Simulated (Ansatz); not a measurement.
`[SH][Mg][Cl]` + NH₃ → `[NH2][Mg][Cl]` + H₂S at 500 K and 1 bar (ligand exchange at a Mg–S bond).

Program: Ansatz. Geometries: PBE0-D4/def2-TZVP. ΔE: electronic, gas phase. CBS: MP2 limit from def2 TZ/QZ plus the TZ coupled-cluster correction, frozen cores. This one scheme is used for every species. For Mg outer-core shells are correlated without core-valence functions, which leaves a few kJ/mol of doubt a bond. Each species was taken in one conformer, which may not be the lowest.

```
        species  CCSD(T)/CBS energy (Eh)  H − E (kJ/mol)  S (J/(mol·K))
 `[SH][Mg][Cl]`              -1058.17129            55.7          338.7
            NH₃                -56.50880           108.2          211.8
`[NH2][Mg][Cl]`               -715.67895            97.6          328.9
            H₂S               -398.97279            57.0          224.0
```

H − E and S are ideal-gas, rigid-rotor, harmonic terms from PBE0-D4/def2-TZVP, for one conformer and one mirror image of each species. 1 Eh = 2625.50 kJ/mol, R = 8.31446 J/(mol·K).

Task: By hand: ΔE, ΔH, ΔS and ΔG.

Result: ΔE = (-715.67895) + (-398.97279) − (-1058.17129) − (-56.50880) = 0.02835 Eh = 74.4 kJ/mol. Δ(H − E) = 97.6 + 57.0 − 55.7 − 108.2 = -9.3, so ΔH = 65.1 kJ/mol. ΔS = 328.9 + 224.0 − 338.7 − 211.8 = 2.4 J/(mol·K). ΔG = 65.1 − 500 × (2.4)/1000 = 63.9 kJ/mol.

Task: By hand: the equilibrium constant, and the temperature at which ΔG would vanish if ΔH and ΔS stayed fixed.

Result: log₁₀ K = −ΔG/(RT ln 10) = -6.7. ΔG = 0 at ΔH/ΔS = 27125 K, far beyond where these terms or the molecules hold.

The number of gas molecules stays the same, so ΔS is small and ΔH decides. A doubt of 5 kJ/mol in ΔE shifts log₁₀ K by 0.5 here. Other conformers and mirror images would add mixing entropy, several J/(mol·K) or more a flexible species. These are equilibria of isolated gas molecules and say nothing of rates. Largest T1 diagnostic: 0.009 (customary marks: 0.02 for closed shells, 0.045 for open ones).
